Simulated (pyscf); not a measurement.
**Elimination: `[NH2][SiH]([Cl])[Cl]` → `[NH]=[SiH][Cl]` + `[ClH]`**

Gas phase, singlet surface, charge 0. Bonds broken: N1–H5, Si2–Cl3. Bonds formed: Cl3–H5. Optimised with ωB97X-D3(BJ)/def2-SVP in PySCF. MP2 and CC: frozen core, UHF for open shells. ΔMP2 is the change of the MP2 total energy from the triple- to the quadruple-zeta basis.

Transition state (Å):

```xyz
7

N      0.7303    -0.0461    -0.4647
Si    -0.6671    -0.7123    -0.9062
Cl    -1.1935     0.3304     1.6586
Cl    -2.0750     0.4228    -1.8092
H     -0.0418     0.4320     0.8670
H      1.5677    -0.5902    -0.2712
H     -1.1066    -2.1244    -0.9360
```

One imaginary mode, 433i cm⁻¹; descent along it reached the two sides named, in the forms told below.

```tsv
bond	change	reactant side (Å)	saddle	product side
N1–H5	breaks	1.015	1.612	1.768
Si2–Cl3	breaks	2.053	2.8	4.0
Cl3–H5	forms	3.2	1.401	1.325
```

Electronic energies relative to the reactant's lowest minimum found (kJ/mol):

```
level                             barrier  reaction energy  reverse barrier
--------------------------------  -------  ---------------  ---------------
ωB97X-D3(BJ)/def2-TZVP              336.6           +346.2             -9.6
PBE/def2-TZVP                       292.1           +303.1            -11.0
r²SCAN/def2-TZVP                    314.0           +326.0            -12.0
B3LYP-D3(BJ)/def2-TZVP              312.4           +318.3             -6.0
PBE0-D3(BJ)/def2-TZVP               321.1           +336.1            -15.0
M06-2X/def2-TZVP                    333.9           +339.2             -5.3
ωB97M-D3(BJ)/def2-TZVP              325.0           +328.6             -3.6
HF/def2-TZVP                        384.6           +346.0             38.7
MP2/def2-QZVPP                      325.7           +328.7             -2.9
CCSD/def2-TZVPP                     339.8           +323.8             15.9
CCSD(T)/def2-TZVPP                  327.1           +317.0             10.1
CCSD(T)/def2-TZVPP + ΔMP2(QZVPP)    328.1           +321.0              7.1
```

With CCSD(T)/def2-TZVPP + ΔMP2(QZVPP) energies and thermal terms (ideal gas, 1 atm, RRHO with modes under 100 cm⁻¹ raised to 100, one conformer, R ln 2 for chiral ones without a mode under 150 cm⁻¹), in kJ/mol:

```
T (K)    ΔH‡    ΔG‡      ΔH      ΔG
-----  -----  -----  ------  ------
298    309.0  309.2  +305.5  +264.3
600    308.0  309.9  +304.8  +222.7
900    307.3  311.0  +302.7  +182.0
1200   306.6  312.3  +300.0  +142.2
```

On the product side the descent ends in a complex, 30.9 kJ/mol under the separated species and 21.2 kJ/mol under the saddle at ωB97X-D3(BJ)/def2-TZVP. At ωB97X-D3(BJ)/def2-TZVP, PBE, r²SCAN, B3LYP-D3(BJ), PBE0-D3(BJ), M06-2X, ωB97M-D3(BJ)/def2-TZVP, MP2 the saddle lies under the separated products, which points to a path from their complex (located at ωB97X-D3(BJ) alone), and parting the products costs more than the saddle. The same reactants have a lower exit, to H₂N–Si:–Cl [singlet] + HCl (barrier +289.2 kJ/mol at ωB97M-D3(BJ)/def2-TZVP, against +325.0 kJ/mol here). HN=SiH–Cl lies 110.3 kJ/mol over its isomer H₂N–Si:–Cl [singlet] (electronic energy, ωB97M-D3(BJ)/def2-TZVP). One saddle was located; it need not be the lowest between these sides. The CCSD(T) − MP2 part came from Ansatz, without density fitting, on the same reference.
